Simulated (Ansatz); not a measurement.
# SiH3 (doublet): the correlation ladder, cc-pV(Q+d)Z

Aim: climb from Hartree-Fock through coupled cluster and multireference methods for SiH3 (doublet) at one geometry and basis, and see what each rung misses.

Method: cc-pV(Q+d)Z, core rule «outside noble gas», up to 5 orbitals frozen; program: Ansatz 0.2.0, Gaussian basis.

The runs, in order: UHF; CCSD(T) on ROHF; CCSD(T) on UHF; BCCD(T) on ROHF; CISD; CCSDT(Q) on ROHF; CCSDT(Q) on UHF; CASSCF and MRCISD+Q, 7 electrons in 7 orbitals; CASSCF and NEVPT2, 7 electrons in 7 orbitals.

13 further runs of the same task are left out: 13 set aside as unsound or not needed.

### 1 The system

The geometry is an MP2(full)/6-31G* stationary point (not a proven minimum).

4 atoms, charge 0, spin multiplicity 2.

Atoms are counted from 1 here; the program's logs count them from 0.

Bond lengths: Si1–H2 1.483 Å, Si1–H3 1.483 Å, Si1–H4 1.483 Å. Angles: H2–Si1–H3 111.2°, H2–Si1–H4 111.2°, H3–Si1–H4 111.2°.

### 2 UHF

Contents of in.yaml:

```yaml
crystal:
  periodic: [false, false, false]
  atoms:
    - {symbol: Si, position_ang: [0.000000, 0.000000, 0.043678]}
    - {symbol: H, position_ang: [0.000000, 1.413280, -0.405682]}
    - {symbol: H, position_ang: [1.223937, -0.706640, -0.405682]}
    - {symbol: H, position_ang: [-1.223937, -0.706640, -0.405682]}
basis:
  gaussian: {orbitals: "cc-pV(Q+d)Z.json"}
magnetization: {spin_polarized: true, initial_magnetization: 1}
hamiltonian: {xc: hf}
output: {orbitals: {seedname: orbitals}}
```

The run is started by

```sh
ansatz run in.yaml --threads 1 --pin off --events-out ev --progress --plain --max-ram 4160MiB --backend cpu
```

Further steps of the session: CCSD(T) on ROHF; CCSD(T) on UHF; BCCD(T) on ROHF; CISD; CCSDT(Q) on ROHF; CCSDT(Q) on UHF; CASSCF and MRCISD+Q, 7 electrons in 7 orbitals; CASSCF and NEVPT2, 7 electrons in 7 orbitals.

**Question.** What will the summary of the whole plan be? Wanted: UCCSDT(Q) below the RHF energy; RMP2 from UCCSDT(Q); UMP2 from UCCSDT(Q); RCCSD from UCCSDT(Q); RCCSD(T) from UCCSDT(Q); UCCSD(T) from UCCSDT(Q); RCCSDT(Q) from UCCSDT(Q); NEVPT2 valence from UCCSDT(Q); MRCISD+Q valence from UCCSDT(Q).

**Answer**, as computed:

| quantity | value |
| --- | --- |
| UCCSDT(Q) below the RHF energy | -4.2272 eV |
| RMP2 from UCCSDT(Q) | +18.51 kcal/mol |
| UMP2 from UCCSDT(Q) | +18.40 kcal/mol |
| RCCSD from UCCSDT(Q) | +3.07 kcal/mol |
| RCCSD(T) from UCCSDT(Q) | +0.58 kcal/mol |
| UCCSD(T) from UCCSDT(Q) | +0.56 kcal/mol |
| RCCSDT(Q) from UCCSDT(Q) | +0.02 kcal/mol |
| NEVPT2 valence from UCCSDT(Q) | +20.83 kcal/mol |
| MRCISD+Q valence from UCCSDT(Q) | +0.87 kcal/mol |
| levels within 1 kcal/mol (43 meV) | RCCSD(T), UCCSD(T), BCCD(T), RCCSDT, UCCSDT, RCCSDT(Q), MRCISD+Q valence |
| T1 diagnostic | 0.020 |
| effectively unpaired electrons | 1.01 |

In words: RCCSD(T) lands +0.58 kcal/mol from the yardstick (0.6 % of the correlation energy). One determinant dominates. Of the multireference levels listed MRCISD+Q valence comes nearest in total energy (+0.87 kcal/mol), which doesn't show that its space is the better one. These misses are within one basis, not against nature; the frozen cores of restricted and unrestricted runs differ, which can shift their rows.
